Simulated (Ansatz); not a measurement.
**C8H18: one species, many methods**

One table from this session's results is given with a row withheld; the runs are named, their logs left out.

Program: Ansatz 0.2.0, Gaussian basis. Level of theory: functionals in def2-TZVPP, the program's frozen cores in correlated methods. These are calculated values, not measurements.

Levels to be run: PBE-D4, r2SCAN-D4, PBE0-D4, B3LYP-D4, ωB97X-V, ωB97M-V, B2PLYP; CCSD(T)/def2-TZVPP; MP2/def2-QZVPP; extrapolation to the limit.

## The relaxed structure

The geometry comes from an earlier relaxation with PBE0-D4 in a triple-zeta def2 set; it is a stationary point, not always the lowest conformer.

SMILES `CCCCCCCC`, 26 atoms, charge 0, spin multiplicity 1.

Atoms are counted from 1 here; the program's logs count them from 0.

Bond lengths: C1–C2 1.520 Å, C1–H9 1.094 Å, C1–H10 1.092 Å, C1–H11 1.092 Å, C2–C3 1.523 Å, C2–H12 1.095 Å, C2–H13 1.097 Å, C3–C4 1.522 Å, C3–H14 1.096 Å, C3–H15 1.097 Å, C4–C5 1.523 Å, C4–H16 1.096 Å, C4–H17 1.097 Å, C5–C6 1.522 Å, C5–H18 1.096 Å, C5–H19 1.097 Å, C6–C7 1.523 Å, C6–H20 1.097 Å and more. Angles: C2–C1–H9 110.9°, C2–C1–H10 111.9°, C2–C1–H11 111.3°, H9–C1–H10 107.5°, H9–C1–H11 107.7°, H10–C1–H11 107.4°, C1–C2–C3 114.0°, C1–C2–H12 109.0°, C1–C2–H13 109.5°, C3–C2–H12 108.8°, C3–C2–H13 109.1°, H12–C2–H13 106.0°, C2–C3–C4 114.1°, C2–C3–H14 108.8°, C2–C3–H15 109.0°, C4–C3–H14 109.9°, C4–C3–H15 108.6°, H14–C3–H15 106.1° and more.

The first run:

Input file in.yaml:

```yaml
crystal:
  periodic: [false, false, false]
  atoms:
    - {symbol: C, position_ang: [-3.122272, 1.801076, -0.704132]}
    - {symbol: C, position_ang: [-1.848670, 2.402928, -0.132067]}
    - {symbol: C, position_ang: [-0.784454, 1.373585, 0.226434]}
    - {symbol: C, position_ang: [-0.225974, 0.615497, -0.969380]}
    - {symbol: C, position_ang: [0.937110, -0.307375, -0.629776]}
    - {symbol: C, position_ang: [0.560620, -1.469769, 0.277791]}
    - {symbol: C, position_ang: [1.684396, -2.473864, 0.500349]}
    - {symbol: C, position_ang: [2.880395, -1.906654, 1.248263]}
    - {symbol: H, position_ang: [-3.553795, 1.070546, -0.013141]}
    - {symbol: H, position_ang: [-2.940506, 1.290123, -1.652361]}
    - {symbol: H, position_ang: [-3.876466, 2.570061, -0.886766]}
    - {symbol: H, position_ang: [-2.097596, 2.980474, 0.764423]}
    - {symbol: H, position_ang: [-1.428828, 3.120060, -0.847612]}
    - {symbol: H, position_ang: [-1.204629, 0.668239, 0.952553]}
    - {symbol: H, position_ang: [0.043939, 1.878894, 0.737655]}
    - {symbol: H, position_ang: [-1.019876, 0.026688, -1.442943]}
    - {symbol: H, position_ang: [0.103129, 1.342962, -1.721291]}
    - {symbol: H, position_ang: [1.736426, 0.283742, -0.168347]}
    - {symbol: H, position_ang: [1.355512, -0.711573, -1.559535]}
    - {symbol: H, position_ang: [-0.301372, -1.988825, -0.158635]}
    - {symbol: H, position_ang: [0.226628, -1.090955, 1.250548]}
    - {symbol: H, position_ang: [1.288097, -3.329877, 1.056595]}
    - {symbol: H, position_ang: [2.011895, -2.867876, -0.469208]}
    - {symbol: H, position_ang: [3.630566, -2.677715, 1.438560]}
    - {symbol: H, position_ang: [2.576640, -1.493464, 2.214891]}
    - {symbol: H, position_ang: [3.369066, -1.106907, 0.687144]}
basis:
  gaussian: {orbitals: def2-TZVPP}
hamiltonian: {xc: pbe, dispersion: d4}
output: {forces: true, orbitals: {seedname: orbitals}}
```

Steps of the session up to this table: PBE-D4 (GGA); r2SCAN-D4 (meta-GGA); PBE0-D4 (hybrid); B3LYP-D4 (hybrid); ωB97X-V (range-separated); ωB97M-V (range-separated); B2PLYP (double hybrid); CCSD(T) in def2-TZVPP; MP2 in def2-QZVPP.

One of the session's tables, all rows but one given; the rest of the session is left out.

It belongs to the step «Atomisation energies». 

```
            method  atoms, summed (eV)  atomisation energy (kJ/mol)
            PBE-D4           -8472.560                      10532.6
         r2SCAN-D4           -8480.756                      10383.7
           PBE0-D4           -8475.303                      10440.4
          B3LYP-D4                   ?                            ?
           ωB97X-V           -8484.009                      10378.9
           ωB97M-V           -8480.839                      10391.1
            B2PLYP           -8478.831                      10268.7
     HF/def2-TZVPP           -8450.126                       7908.0
    MP2/def2-TZVPP           -8464.518                      10236.1
   CCSD/def2-TZVPP           -8468.961                      10048.6
CCSD(T)/def2-TZVPP           -8469.403                      10160.4
           MP2/CBS           -8466.986                      10440.5
       CCSD(T)/CBS           -8471.871                      10364.8
```

Estimate the missing values for B3LYP-D4.

The run gave: atoms, summed (eV): -8487.629; atomisation energy (kJ/mol): 10374.3. In the column «atoms, summed (eV)» it is the lowest.
